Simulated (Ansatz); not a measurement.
Basis sets compared for SiEtH3 (C2H8Si). Charge 0, multiplicity 1. Geometry r2SCAN-D4/def2-TZVP. Ansatz on 4 threads of Intel Xeon on a shared host; times are rough, and most runs start from earlier orbitals.

```xyz
11

Si   -0.060   -1.335   -0.610
C     0.541    0.405   -0.239
C    -0.312    1.127    0.809
H     0.555    0.973   -1.176
H     1.583    0.345    0.093
H     0.066    2.133    1.011
H    -1.349    1.225    0.477
H    -0.323    0.583    1.757
H    -1.479   -1.304   -1.059
H     0.017   -2.180    0.613
H     0.760   -1.972   -1.676
```

Binding counts from free atoms (Si triplet, C triplet, H doublet) in the same basis, without a counterpoise term.

| level | functions | energy (Eh) | HOMO (eV) | LUMO (eV) | binding per atom (eV) | wall time |
| --- | --- | --- | --- | --- | --- | --- |
| HF/STO-3G | 27 | -365.0810 | -10.04 | 13.82 | 3.67 | 0.3 s |
| HF/6-31G | 47 | -369.2223 | -11.56 | 4.34 | 2.60 | 0.51 s |
| PBE-D4/def2-SVP | 86 | -370.0880 | -7.22 | 0.40 | 3.64 | 1.2 s |
| PBE0-D4/def2-SVP | 86 | -370.1423 | -8.54 | 1.23 | 3.63 | 1.2 s |

(1) Estimate the rows for PBE-D4/def2-TZVP (with forces), PBE0-D4/def2-TZVP.

Results:

(1) 
```tsv
level	functions	energy (Eh)	HOMO (eV)	LUMO (eV)	binding per atom (eV)	wall time
PBE-D4/def2-TZVP (with forces)	147	-370.2796	-7.25	-0.08	3.63	2.3 s
PBE0-D4/def2-TZVP	147	-370.3296	-8.53	0.71	3.61	2.3 s
```
